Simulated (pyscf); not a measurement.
A first-order saddle from PySCF, ωB97X-D3(BJ)/def2-SVP:

```
C
C 1 1.4632
C 2 1.3786 1 116.19
H 3 1.0929 2 121.79 1 -168.38
H 2 1.0937 3 122.52 4 2.14
C 3 1.4245 4 121.04 2 -169.88
H 6 1.0938 3 118.88 4 0.92
C 6 1.4533 7 118.89 3 153.73
C 8 1.3521 6 116.55 7 170.05
H 8 1.0930 9 123.09 1 173.01
H 9 1.0938 8 123.16 10 -0.41
C 1 1.5209 2 118.16 5 5.04
H 12 1.1004 1 110.84 2 -165.59
H 12 1.1013 13 107.63 1 -121.99
H 12 1.1025 13 108.03 14 -116.28
Si 1 2.1624 2 87.36 5 -107.05
H 16 1.5130 1 109.94 2 30.17
H 16 1.5423 17 99.33 2 -128.89
```

Surface: singlet, charge 0. Lowest wavenumbers (cm⁻¹): 473i, 155, 181, 200, 308.

Task: What reaction is this the transition state of?

Result: cyclic C₇H₈ (SMILES Cc1ccccc1) + SiH₂ [singlet] ⇌ cyclic C₇H₁₀Si (SMILES CC12C=CC(C=C1)[SiH2]2), a cycloaddition read from left to right: none broken and C–Si, C–Si formed. At ωB97M-D3(BJ)/def2-TZVP it lies +15.1 kcal/mol from the left side and +36.0 kcal/mol from the right (each side as separated species at their lowest minima found). On the reactant side the descent ends in a bound adduct (not fully relaxed), 15.1 kcal/mol under the separated species and 25.5 kcal/mol under the saddle at ωB97X-D3(BJ)/def2-TZVP. At ωB97X-D3(BJ)/def2-TZVP the barrier from the zero used here is 10.4 kcal/mol. One saddle was located; it need not be the lowest between these sides.
